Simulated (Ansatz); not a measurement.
# Worked example: correlation energy of GaAs, singlet

Geometry: a point of a stretch scan, not a stationary point.

```yaml
atoms:
  - { symbol: Ga, position_ang: [0.0000, 0.0000, 0.0000] }
  - { symbol: As, position_ang: [0.0000, 0.0000, 3.4000] }
```

Basis cc-pVDZ; Ansatz 0.2.0. Only valence electrons are correlated (noble-gas cores and the filled d shells of p-block atoms frozen), which leaves 8 electrons in 26 orbitals. R marks a restricted (for open shells ROHF) determinant. No spin–orbit coupling is included, and no scalar relativity.

Full CI is exact within this basis and frozen core; it isn't the basis-set limit.

The determinant fills πx and πy unequally, so it is a mixture of Σ and Δ, which weighs on every level built on one determinant.

RHF is unstable: UHF (⟨S²⟩ = 1.44) lies 1.46 eV below the lowest RHF solution. Higher spins weren't run at this geometry and may lie near or lower.

RCCSD has a T1 diagnostic of 0.033 and a largest doubles amplitude of 0.19.

Runs differ by some tens of microhartree through their thresholds, so steps under 0.03 kcal/mol mean nothing.

```csv
level,total energy (hartree)
RHF,-4157.286510
RMP2,-4157.403444
RCCSD,-4157.441314
RCCSD(T),-4157.449777
RCCSDT,-4157.455758
RCCSDT(Q),-4157.458347
RCCSDTQ*,-4157.458161
full CI,-4157.458271
```

What is the correlation energy at full CI, and what share of it do RMP2 and RCCSDTQ recover?

E(corr) = -4157.458271 − (-4157.286510) = -0.171761 hartree = -4.674 eV. RMP2: -0.116934 / -0.171761 = 68.08 %. RCCSDTQ: -0.171651 / -0.171761 = 99.94 %.

By how many kcal/mol does RCCSD(T) miss full CI (1 hartree = 627.509 kcal/mol), and which steps make up the rest?

-4157.449777 − (-4157.458271) = 0.008494 hartree = 5.33 kcal/mol. Steps: RCCSDT − RCCSD(T) = -3.75, RCCSDT(Q) − RCCSDT = -1.62, RCCSDTQ − RCCSDT(Q) = 0.12, full CI − RCCSDTQ = -0.07 kcal/mol. With more than one leading determinant such errors change with state and geometry, and needn't cancel in differences.

An asterisk marks runs whose energy the program itself flagged as in doubt.
